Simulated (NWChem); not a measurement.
System: Be

The following NWChem deck was run.

```
start job
memory heap 200 mb stack 900 mb global 1100 mb
geometry units angstroms noautosym nocenter noautoz
  Be     0.000000     0.000000     0.000000
end
basis spherical
  Be library 6-31g*
end
dft
  xc xcamb88 1.00 lyp 0.81 vwn_5 0.19 hfexch 1.00
  cam 0.33 cam_alpha 0.19 cam_beta 0.46
  iterations 150
end
property
  response 1 0.0
end
task dft property
```

Static field.

Task: What results follow from this input? (CAM-B3LYP/6-31G* (spherical d).) Quantities: basis functions; isotropic polarisability (bohr³); anisotropy (bohr³).

Result: 
* **number of basis functions**: 14
* **isotropic polarisability (bohr³)**: 36.0
* **anisotropy (bohr³)**: 0.0
